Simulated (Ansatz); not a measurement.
C2H5FN2 (`N=C(F)CN`). Charge 0, multiplicity 1. All single points use the PBE0-D4/def2-TZVP geometry. It is one conformer, not always the lowest.

```xyz
10

N    -1.587   -0.226    0.332
C    -0.608   -0.570   -0.356
F    -0.676   -1.538   -1.299
C     0.775    0.002   -0.271
N     0.968    1.043    0.702
H    -2.424   -0.756    0.097
H     1.462   -0.829   -0.075
H     1.041    0.366   -1.269
H     0.329    1.807    0.516
H     0.721    0.701    1.623
```

Question: What is the dipole moment at r2SCAN/def2-TZVPP? (Estimate.)

Answer: The calculation gave: 0.53 D, with components (-0.32, -0.36, -0.24) D in this frame, pointing from negative to positive charge.

Question: And with PBE, B3LYP, ωB97M-V? (Best estimate.)

Answer: Ansatz gave: PBE 0.56 D, B3LYP 0.56 D, ωB97M-V 0.59 D.

Question: Give the Mulliken charges with r2SCAN, ωB97M-V, PBE in def2-TZVPP. (An estimate is asked.)

Answer: The calculation gave: 
| atom | r2SCAN | ωB97M-V | PBE |
| --- | --- | --- | --- |
| N1 | -0.33 | -0.26 | -0.25 |
| C2 | 0.23 | 0.20 | 0.11 |
| F3 | -0.20 | -0.19 | -0.15 |
| C4 | 0.07 | -0.07 | -0.05 |
| N5 | -0.34 | -0.27 | -0.31 |
| H6 | 0.17 | 0.13 | 0.17 |
| H7 | 0.06 | 0.12 | 0.10 |
| H8 | 0.06 | 0.12 | 0.10 |
| H9 | 0.14 | 0.11 | 0.14 |
| H10 | 0.14 | 0.11 | 0.14 |

B3LYP here is the variant with VWN-RPA as its local correlation; programs differ in this.
